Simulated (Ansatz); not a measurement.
Ansatz (a quantum-chemistry and plane-wave program) input (CCSD(T)/def2-QZVPP):
A basis named .json is the Basis Set Exchange file of that set.

Ansatz 0.2 input:
```yaml
crystal:
  periodic: [false, false, false]
  atoms:
    - {symbol: C, position_ang: [-0.00000000, -0.00000000, -0.00000000]}
    - {symbol: H, position_ang: [0.00360111, 1.07859343, -0.02702022]}
    - {symbol: H, position_ang: [0.93257816, -0.54247981, 0.01097634]}
    - {symbol: H, position_ang: [-0.93617928, -0.53611362, 0.01604388]}
basis:
  gaussian:
    orbitals: def2-QZVPP.json
magnetization: {spin_polarized: true, initial_magnetization: 1}
correlation: {method: ccsd_t, electrons: outside_noble_gas}
```

End of the output:

```
integrals: 0.55 GiB planned
860 factors; integrals over basis functions are off by at most 1.1e-3 eV
mean field: 0.34 GiB planned
mean field evaluation 1: about -1076.2549 eV, gradient 1.2e1 eV
mean field evaluation 2: about -1076.2552 eV, gradient 1.2e1 eV
mean field evaluation 4: about -1077.0356 eV, gradient 1.1e0 eV
mean field evaluation 8: about -1077.0485 eV, gradient 5.2e-4 eV
mean field evaluation 16: about -1077.0465 eV, gradient 3.3e-1 eV
mean field -1077.04853905 eV, -39.5808037603 hartree, gradient 2.2e-6 eV, S^2 0.761797; 0 other end points of the search recorded, 0 dependent functions left out
1 core orbitals not correlated
reference -1077.04853905 eV, -39.5808037603 hartree; 4, 3 occupied and 142, 143 virtual orbitals, 860 factors
second order -4.57135683 eV of doubles, -0.00000000 eV of singles
coupled cluster: 1.35 GiB planned
cycle   1  -4.92332013 eV  change   -3.5e-1 eV  update   4.0e-2
cycle   2  -5.06314406 eV  change   -1.4e-1 eV  update   1.4e-2
cycle   3  -5.07679205 eV  change   -1.4e-2 eV  update   4.8e-3
cycle   4  -5.07715571 eV  change   -3.6e-4 eV  update   1.9e-3
cycle   5  -5.07741734 eV  change   -2.6e-4 eV  update   5.5e-4
cycle   6  -5.07743383 eV  change   -1.6e-5 eV  update   1.5e-4
cycle   7  -5.07748722 eV  change   -5.3e-5 eV  update   5.0e-5
cycle   8  -5.07749624 eV  change   -9.0e-6 eV  update   1.4e-5
cycle   9  -5.07749170 eV  change    4.5e-6 eV  update   3.4e-6
perturbative correction -0.14357757 eV, -0.0052763785 hartree
Total energy: -1082.26960832 eV, -39.7726745172 hartree
```
